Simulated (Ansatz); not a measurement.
Scan of H2Si, singlet: symmetric bend, bond length relaxed. Scanned: H-Si-H angle. Other coordinates (Si-H bond length) were minimised at B3LYP/def2-TZVP.

Methods: RKS-PBE0/def2-TZVP = restricted PBE0/def2-TZVP (Ansatz, a program for electronic structure); RKS-PBE/def2-TZVP = restricted PBE/def2-TZVP run with Ansatz; RKS-CAM-B3LYP/def2-TZVP = Ansatz with restricted CAM-B3LYP/def2-TZVP; CCSD(T)/def2-TZVP = CCSD(T) on RHF/def2-TZVP, frozen core in Ansatz; FCI/def2-TZVP = full CI/def2-TZVP, frozen core run with Ansatz.

Cost and accuracy over the 13 points of the scan, with FCI/def2-TZVP as yardstick. Costs are rough ratios of core time within Ansatz on shared cores, each with its mean field (Kohn-Sham runs search longer for lower solutions than correlated ones do); the miss is the largest error against full CI of the profile after the mean shift, in kJ/mol.

```csv
level,relative cost,largest error
RKS-PBE0/def2-TZVP,1,16.2
RKS-PBE/def2-TZVP,1,16.0
RKS-CAM-B3LYP/def2-TZVP,1,22.8
CCSD(T)/def2-TZVP,2,12.9
```

Costs within a factor of two of each other count as equal.
